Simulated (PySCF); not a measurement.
**Reproducing measurements on thiazole**

**Experimental background.**

NIST CCCBDB Release 22 (SRD 101), experimental dipoles lists, for the gas: dipole moment (microwave Stark effect) 1.62 D.

The results are set against them at the end.

Thiazole, C3H3NS.
Numbering: `[cH:1]1[cH:2][s:3][cH:4][n:5]1` (hydrogens: H6 on C1; H7 on C2; H8 on C4)

Structure used (GFN2-xTB), in Å, numbered top down from 1:
```
atom  x, y, z in Å
C1     0.5576    0.8187    0.3707
C2     1.0092   -0.4257    0.6775
S3    -0.2716   -1.5671    0.5695
C4    -1.3187   -0.2569    0.1153
N5    -0.7566    0.8914    0.0570
H6     1.1477    1.7167    0.3597
H7     1.9960   -0.7352    0.9547
H8    -2.3546   -0.4324   -0.0941
```

Runs made with PySCF (gas phase, on this GFN2-xTB geometry; no spin–orbit coupling):

| level | job | basis functions | wall time |
| --- | --- | --- | --- |
| CAM-B3LYP/def2-SVPD | 8 singlets by full TDDFT, 3 Tamm–Dancoff triplets, polarisability | 131 | 12 s |

Hardware: an Arm Neoverse V1 with one thread, no GPU, shared host.

**Comparison with experiment**

**Dipole moment.** Measured: 1.62 D (NIST CCCBDB Release 22 (SRD 101), experimental dipoles).

```csv
level,computed (D),computed − measured (D),% (from the printed values)
CAM-B3LYP/def2-SVPD,1.57,-0.05,-3
```

The computed dipoles belong to one fixed geometry; measured ones are averaged over vibrations unless marked μe. Magnitudes are compared, not signs.

The geometry is computed, not the measured one. Where a level misses, the cause wasn't examined.
